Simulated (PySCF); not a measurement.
Reproducing measurements on C2H2O

**The experiment to reproduce.**

From NIST CCCBDB Release 22 (SRD 101), experimental dipoles, for the gas: dipole moment (microwave Stark effect) 1.42 D.

From NIST CCCBDB Release 22 (SRD 101), experimental polarizabilities, for the gas: mean polarisability 4.4 Å³.

How close the calculation comes is told at the end.

Species: C₂H₂O.
Numbering: `[CH2:1]=[C:2]=[O:3]` (hydrogens: H4, H5 on C1)

Cartesian coordinates in Å at the GFN2-xTB level; atoms count from 1:
```xyz
5
C2H2O angstrom
C     -0.501    0.015    0.150
C      0.731   -0.020   -0.227
O      1.841   -0.053   -0.566
H     -1.111   -0.866    0.135
H     -0.951    0.927    0.490
```

The PySCF runs (gas phase, on this GFN2-xTB geometry; no spin–orbit coupling):

```csv
level,job,basis functions,wall time
CAM-B3LYP/def2-SVPD,"8 singlets by full TDDFT, 3 Tamm–Dancoff triplets, polarisability",79,2.5 s
```

Hardware: an Arm Neoverse V2 with one thread, no GPU, on a shared host.

**Comparison with experiment**

**Dipole moment.** Measured: 1.42 D (NIST CCCBDB Release 22 (SRD 101), experimental dipoles).

```
              level  computed (D)  computed − measured (D)  % (from the printed values)
CAM-B3LYP/def2-SVPD          1.71                    +0.29                          +20
```

The computed dipoles belong to one fixed geometry; measured ones are averaged over vibrations unless marked μe. Magnitudes are compared, not signs.

**Mean polarisability.** Measured: 4.4 Å³ (NIST CCCBDB Release 22 (SRD 101), experimental polarizabilities).

| level | computed (Å³) | computed − measured (Å³) | % (from the printed values) |
| --- | --- | --- | --- |
| CAM-B3LYP/def2-SVPD | 4.06 | -0.34 | -8 |

The computed values are static and purely electronic, with core orbitals frozen in the response (1 au = 0.148185 Å³). The table of measured values doesn't say here whether a value is static or optical, or holds a vibrational part.

The geometry is computed, not the measured one. Where a level misses, the cause wasn't examined.
